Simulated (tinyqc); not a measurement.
Inside a calculation. Method: RKS/LDA (VWN5) in the sto-3g basis, for H2O, spin multiplicity 1. One step of it, computed by the program tinyqc.

Question. Iteration 1: diagonalisation and new density. A level shift of 1 hartree raises the virtual space: F + shift (S - S D(s) S), with D(s) the density of one spin (D/2). Diagonalise F' = X^T F X, C = X C', fill 5 alpha and 5 beta electrons from the bottom; D = 2 C_occ C_occ^T. Each column has its largest component positive (the first on a tie).

Kohn-Sham matrix F (hartree), order 1O 1s, 1O 2s, 1O 2px, 1O 2py, 1O 2pz, 2H 1s, 3H 1s:
```
[[-16.899426, -4.459940, 0.000000, 0.001495, -0.013461, -0.958232, -1.102983],
 [-4.459940, -1.299914, 0.000000, 0.016888, -0.197952, -0.538685, -0.597353],
 [0.000000, 0.000000, 0.576231, 0.000000, 0.000000, 0.000000, 0.000000],
 [0.001495, 0.016888, 0.000000, 0.392627, 0.008275, -0.152710, 0.164584],
 [-0.013461, -0.197952, 0.000000, 0.008275, 0.504212, -0.151861, -0.160892],
 [-0.958232, -0.538685, 0.000000, -0.152710, -0.151861, -0.261762, -0.215965],
 [-1.102983, -0.597353, 0.000000, 0.164584, -0.160892, -0.215965, -0.293152]]
```

X, order 1O 1s, 1O 2s, 1O 2px, 1O 2py, 1O 2pz, 2H 1s, 3H 1s:
```
[[1.024242, -0.143809, 0.000000, 0.001019, -0.008880, 0.021555, 0.023139],
 [-0.143809, 1.253019, 0.000000, -0.017213, 0.097537, -0.278531, -0.325006],
 [0.000000, 0.000000, 1.000000, 0.000000, 0.000000, 0.000000, 0.000000],
 [0.001019, -0.017213, 0.000000, 1.131377, -0.006136, -0.235787, 0.258930],
 [-0.008880, 0.097537, 0.000000, -0.006136, 1.041179, -0.120192, -0.135580],
 [0.021555, -0.278531, 0.000000, -0.235787, -0.120192, 1.189619, -0.077411],
 [0.023139, -0.325006, 0.000000, 0.258930, -0.135580, -0.077411, 1.230869]]
```

D at the start, order 1O 1s, 1O 2s, 1O 2px, 1O 2py, 1O 2pz, 2H 1s, 3H 1s:
```
[[2.134952, -0.609499, 0.000000, 0.006785, -0.048947, 0.081960, 0.093179],
 [-0.609499, 2.744027, 0.000000, -0.051506, 0.303412, -0.360719, -0.417379],
 [0.000000, 0.000000, 2.000000, 0.000000, 0.000000, 0.000000, 0.000000],
 [0.006785, -0.051506, 0.000000, 2.452969, -0.020513, -0.400250, 0.443225],
 [-0.048947, 0.303412, 0.000000, -0.020513, 2.142271, -0.205714, -0.230599],
 [0.081960, -0.360719, 0.000000, -0.400250, -0.205714, 0.128416, -0.002891],
 [0.093179, -0.417379, 0.000000, 0.443225, -0.230599, -0.002891, 0.156477]]
```

overlap S, order 1O 1s, 1O 2s, 1O 2px, 1O 2py, 1O 2pz, 2H 1s, 3H 1s:
```
[[1.000000, 0.236704, 0.000000, 0.000000, 0.000000, 0.050347, 0.058005],
 [0.236704, 1.000000, 0.000000, 0.000000, 0.000000, 0.455784, 0.494956],
 [0.000000, 0.000000, 1.000000, 0.000000, 0.000000, 0.000000, 0.000000],
 [0.000000, 0.000000, 0.000000, 1.000000, 0.000000, 0.326980, -0.344629],
 [0.000000, 0.000000, 0.000000, 0.000000, 1.000000, 0.199606, 0.210437],
 [0.050347, 0.455784, 0.000000, 0.326980, 0.199606, 1.000000, 0.211412],
 [0.058005, 0.494956, 0.000000, -0.344629, 0.210437, 0.211412, 1.000000]]
```

Give: F' = X^T F X; orbital energies; coefficients C; D after iteration 1.

Answer.

F' = X^T F X (hartree):
```
[[-16.5296, -2.5188, 0.0000, 0.0012, -0.0253, -0.1373, -0.1811],
 [-2.5188, -0.1860, 0.0000, -0.0087, -0.0320, -0.4187, -0.4823],
 [0.0000, 0.0000, 0.5762, 0.0000, 0.0000, 0.0000, 0.0000],
 [0.0012, -0.0087, 0.0000, 0.6764, -0.0028, -0.3692, 0.4004],
 [-0.0253, -0.0320, 0.0000, -0.0028, 0.5930, -0.2064, -0.2297],
 [-0.1373, -0.4187, 0.0000, -0.3692, -0.2064, 1.0336, -0.0973],
 [-0.1811, -0.4823, 0.0000, 0.4004, -0.2297, -0.0973, 1.0641]]
```

orbital energies (hartree): [-16.9148, -0.1749, 0.3192, 0.5472, 0.5762, 1.3580, 1.5167]

coefficients C, order 1O 1s, 1O 2s, 1O 2px, 1O 2py, 1O 2pz, 2H 1s, 3H 1s:
```
[[0.9916, -0.2415, -0.0088, 0.0979, 0.0000, 0.1333, 0.0424],
 [0.0377, 0.8569, 0.0409, -0.4333, 0.0000, -0.8744, -0.3066],
 [0.0000, 0.0000, 0.0000, 0.0000, 1.0000, 0.0000, 0.0000],
 [-0.0007, -0.0235, 0.7530, 0.0081, 0.0000, -0.2329, 0.8838],
 [0.0047, 0.2318, -0.0006, 0.8906, 0.0000, -0.5043, -0.1591],
 [-0.0084, 0.1119, 0.2979, 0.1297, 0.0000, 1.0360, -0.6146],
 [-0.0096, 0.1307, -0.2884, 0.1230, 0.0000, 0.5825, 1.1216]]
```

D after iteration 1, order 1O 1s, 1O 2s, 1O 2px, 1O 2py, 1O 2pz, 2H 1s, 3H 1s:
```
[[2.1025, -0.4247, 0.0000, -0.0016, 0.0718, -0.0505, -0.0530],
 [-0.4247, 1.8502, 0.0000, 0.0141, -0.3742, 0.1031, 0.0931],
 [0.0000, 0.0000, 2.0000, 0.0000, 0.0000, 0.0000, 0.0000],
 [-0.0016, 0.0141, 0.0000, 1.1351, 0.0027, 0.4455, -0.4385],
 [0.0718, -0.3742, 0.0000, 0.0027, 1.6937, 0.2824, 0.2799],
 [-0.0505, 0.1031, 0.0000, 0.4455, 0.2824, 0.2364, -0.1106],
 [-0.0530, 0.0931, 0.0000, -0.4385, 0.2799, -0.1106, 0.2309]]
```
